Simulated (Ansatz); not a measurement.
# NHCl (quartet): from Hartree-Fock to the top rungs at distance Cl1–H2 along a hydrogen transfer = 1.324 Å, 6-31G

Aim: climb from Hartree-Fock through coupled cluster and multireference methods for NHCl (quartet) at one geometry and basis, and see what each rung misses.

Computed with Ansatz 0.2.0, Gaussian basis. Level: 6-31G, core rule «outside noble gas», up to 6 orbitals frozen.

Plan: UHF; CCSD(T) on ROHF; CCSD(T) on UHF; BCCD(T) on ROHF; CISD; CCSDT(Q) on ROHF; CCSDT(Q) on UHF; CCSDTQ on ROHF; CCSDTQ on UHF; CASSCF and MRCISD+Q, 5 electrons in 5 orbitals; CASSCF and NEVPT2, 5 electrons in 5 orbitals; CASSCF and MRCISD+Q, 13 electrons in 9 orbitals; CASSCF and NEVPT4(SD), 13 electrons in 9 orbitals; CASSCF and NEVPT2, 13 electrons in 9 orbitals; Full CI.

## Step 1: What is computed

The geometry derives from fragments relaxed apart (PBE0/def2-TZVP) and kept rigid, so it is no stationary point. A hydrogen atom is moved between rigid fragments.

3 atoms, charge 0, spin multiplicity 4.

Atoms are counted from 1 here; the program's logs count them from 0.

Bond lengths: Cl1–H2 1.324 Å, H2–N3 1.310 Å. Angles: Cl1–H2–N3 180.0°.

## Step 2: UHF

in.yaml reads:

```yaml
crystal:
  periodic: [false, false, false]
  atoms:
    - {symbol: Cl, position_ang: [0.000000, 0.000000, -1.319333]}
    - {symbol: H, position_ang: [0.000000, 0.000000, 0.004667]}
    - {symbol: N, position_ang: [0.000000, 0.000000, 1.314667]}
basis:
  gaussian: {orbitals: 6-31G}
magnetization: {spin_polarized: true, initial_magnetization: 3}
hamiltonian: {xc: hf}
output: {orbitals: {seedname: orbitals}}
```

The run is started by

```sh
> ansatz run in.yaml --threads 1 --pin off --events-out ev --progress --plain --max-ram 2816MiB --backend cpu
```

Further steps of the session: CCSD(T) on ROHF; CCSD(T) on UHF; BCCD(T) on ROHF; CISD; CCSDT(Q) on ROHF; CCSDT(Q) on UHF; CCSDTQ on ROHF; CCSDTQ on UHF; CASSCF and MRCISD+Q, 5 electrons in 5 orbitals; CASSCF and NEVPT2, 5 electrons in 5 orbitals; CASSCF and MRCISD+Q, 13 electrons in 9 orbitals; CASSCF and NEVPT4(SD), 13 electrons in 9 orbitals; CASSCF and NEVPT2, 13 electrons in 9 orbitals; Full CI.

Q: Predict the results of all the runs planned. Wanted: FCI below the RHF energy; RMP2 from FCI; UMP2 from FCI; RCCSD from FCI; RCCSD(T) from FCI; UCCSD(T) from FCI; RCCSDT(Q) from FCI; UCCSDT(Q) from FCI; NEVPT2 pair from FCI.

The runs gave:

| quantity | value |
| --- | --- |
| FCI below the RHF energy | -2.9106 eV |
| RMP2 from FCI | +584.6 meV |
| UMP2 from FCI | +536.1 meV |
| RCCSD from FCI | +46.0 meV |
| RCCSD(T) from FCI | +9.8 meV |
| UCCSD(T) from FCI | +8.3 meV |
| RCCSDT(Q) from FCI | 0.0 meV |
| UCCSDT(Q) from FCI | -2.0 meV |
| NEVPT2 pair from FCI | +492.4 meV |
| MRCISD+Q pair from FCI | +36.2 meV |
| NEVPT2 valence from FCI | +575.4 meV |
| levels within 1 kcal/mol (43 meV) | UCCSD, RCCSD(T), UCCSD(T), BCCD(T), RCCSDT, UCCSDT, RCCSDT(Q), UCCSDT(Q), RCCSDTQ, UCCSDTQ, MRCISD+Q pair, MRCISD+Q valence |
| T1 diagnostic | 0.025 |
| effectively unpaired electrons | 3.01 |

What this shows: RCCSD(T) lands +9.8 meV from the yardstick (0.3 % of the correlation energy). One determinant dominates. Of the multireference levels listed MRCISD+Q valence comes nearest in total energy (+29.7 meV), which doesn't show that its space is the better one. These misses are within one basis, not against nature; the frozen cores of restricted and unrestricted runs differ, which can shift their rows.
